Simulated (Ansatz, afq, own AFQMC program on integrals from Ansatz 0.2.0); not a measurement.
PdSiH2, quintet: AFQMC among the cluster methods

```xyz
4

Pd   -0.0127    0.0000    0.5038
Si    0.0838    0.0000   -1.7384
H    -0.4996   -1.2227   -2.3746
H    -0.4996    1.2227   -2.3746
```

Connectivity, by distances: Pd–SiH2.

Basis def2-SVP with its core potentials. Noble-gas cores (and the filled d shells of Ga–Kr and In–Xe) are frozen. Integrals, coupled cluster, full CI and functionals: Ansatz 0.2.0; the random walks run on the same integrals in our own AFQMC program. The CISD trial takes its coefficients from CCSD amplitudes. Released means that phaseless walkers are propagated on without the constraint, phases kept. Uncertainties: one standard error, sampling alone. No spin–orbit coupling. The metal's outer-core s and p shells are frozen, which shifts wave-function levels against functionals.

Determinant: UHF, the one that the program's search chose, which needn't be the lowest solution. The geometry is a PBE0/def2-TZVP stationary point of this or a neighbouring charge and spin state.

No full CI on the walks' own integrals is used here; CCSDT(Q) serves as the reference and is uncertain by about the last step of the cluster series.

Cautions: no spin-orbit coupling; outer-core shells of the metal frozen; another spin lies lower; the released energies are still falling, so no released level is given (meV from the phaseless value at times in 1/Eh: -3 ± 7 at 0.24, -17 ± 4 at 0.60, -21 ± 5 at 1.20, -30 ± 6 at 1.80, -40 ± 8 at 2.60), though the last usable value meets CCSDT(Q) within the noise.

The T1 diagnostic is 0.0177 and the weight of the determinant in the CISD state is 0.874. The ⟨S²⟩ of the determinant is 6.016 and the size of the correlated space is 16 electrons in 50 orbitals.

Reference: CCSDT(Q), correlation energy -8.507 eV.

| level | E − E(reference) (mEh) | share of correlation (%) |
| --- | --- | --- |
| HF | 312.61 | 0.00 |
| MP2 | 29.86 | 90.45 |
| CCSD | 10.53 | 96.63 |
| CCSD(T) | 1.20 | 99.62 |
| CCSDT | 0.26 | 99.92 |
| ph-AFQMC/CISD | 1.30 ± 0.15 | 99.58 |

A walk keeps the symmetry of its determinant, which the program's search chose and which needn't be the lowest solution, so a lower state of the same spin and another symmetry isn't excluded.
